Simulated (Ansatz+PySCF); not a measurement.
## doublet C3H3O2: levels of theory in one basis

| atom | x (Å) | y (Å) | z (Å) |
| --- | --- | --- | --- |
| C | -1.3862 | -0.7050 | -0.3340 |
| C | -1.8492 | 0.4552 | 0.0677 |
| H | -1.6457 | -1.7466 | -0.2222 |
| H | -2.7390 | 0.5201 | 0.6949 |
| H | -1.3694 | 1.3900 | -0.2031 |
| C | 1.6459 | 0.1032 | 0.1075 |
| O | 1.4415 | 1.1921 | -0.2500 |
| O | 1.8651 | -0.9813 | 0.4669 |

Basis set: cc-pVTZ (spherical functions). Frozen core: 5 orbitals. Correlation on ROHF uses semicanonical orbitals with singles. Charge 0, multiplicity 2.

Computed with Ansatz (development build ahead of 0.2.0) and PySCF 2.14.0; each method stands on the lowest determinant of its kind that the runs found.

```csv
method,E − E(ROHF) (eV),<S²> of the determinant
ROHF,0.00,0.75
UHF,-0.22,0.95
UHF-MP2,-24.42,0.95
```

What does ROHF-MP2 give on the same scale?

-24.66 eV.

Caution for UHF, UHF-MP2: the unrestricted determinant is spin contaminated.
